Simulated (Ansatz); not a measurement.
# CH2OS (SMILES OC=S): single points off equilibrium

An exercise on one series of results from a longer session: the logs are not shown, and one member is left open.

Program: Ansatz 0.2.0, Gaussian basis. Level of theory: single points in def2-TZVPP. These are calculated values, not measurements.

Correlated methods freeze the cores.

## The system as given

SMILES `OC=S`, 5 atoms, charge 0, spin multiplicity 1.

Atoms are counted from 1 here; the program's logs count them from 0.

Bond lengths: O1–C2 1.331 Å, O1–H4 0.994 Å, C2–S3 1.621 Å, C2–H5 1.117 Å. Angles: C2–O1–H4 113.7°, O1–C2–S3 121.4°, O1–C2–H5 117.1°, S3–C2–H5 121.4°.

As a file:

```xyz
5
charge 0, multiplicity 1
O    -0.89650   -0.41830   -0.06890
C     0.32640    0.06870    0.13100
S     1.30060   -0.53700    1.27570
H    -1.37990    0.01410   -0.82160
H     0.66090    0.89590   -0.54050
```

The first run:

File run/in.yaml:

```yaml
crystal:
  periodic: [false, false, false]
  atoms:
    - {symbol: O, position_ang: [-0.896500, -0.418300, -0.068900]}
    - {symbol: C, position_ang: [0.326400, 0.068700, 0.131000]}
    - {symbol: S, position_ang: [1.300600, -0.537000, 1.275700]}
    - {symbol: H, position_ang: [-1.379900, 0.014100, -0.821600]}
    - {symbol: H, position_ang: [0.660900, 0.895900, -0.540500]}
basis:
  gaussian: {orbitals: def2-TZVPP}
correlation: {method: ccsd_t}
output: {forces: true}
```

No record of the launch command was kept for these runs.

Steps of the session up to this table: CCSD(T)/def2-TZVPP; PBE0-D4/def2-TZVPP; wB97M-V/def2-TZVPP; r2SCAN-D4/def2-TZVPP; PBE-D4/def2-TZVPP; revPBE-D4/def2-TZVPP; r2SCANh-D4/def2-TZVPP.

One table of the session follows, with a row left open; its other results are not shown here.

| method | RMS force component (eV/Å) | angle to CCSD(T) forces (°) | dipole (D) |
| --- | --- | --- | --- |
| CCSD(T) | 0.684 | reference | 3.65 |
| PBE0-D4 | 0.592 | 24.9 | 3.84 |
| wB97M-V | 0.646 | 19.7 | 3.84 |
| r2SCAN-D4 | 0.559 | 11.4 | 3.85 |
| PBE-D4 | 0.464 | 12.1 | 3.67 |
| revPBE-D4 | 0.522 | 18.0 | 3.67 |
| r2SCANh-D4 | ? | ? | ? |

Q: Estimate the row for r2SCANh-D4 from the others.

**Answer.** RMS force component (eV/Å): 0.603; angle to CCSD(T) forces (°): 19.8; dipole (D): 3.89. In the column «RMS force component (eV/Å)» it lies between PBE0-D4 (0.592) and wB97M-V (0.646).
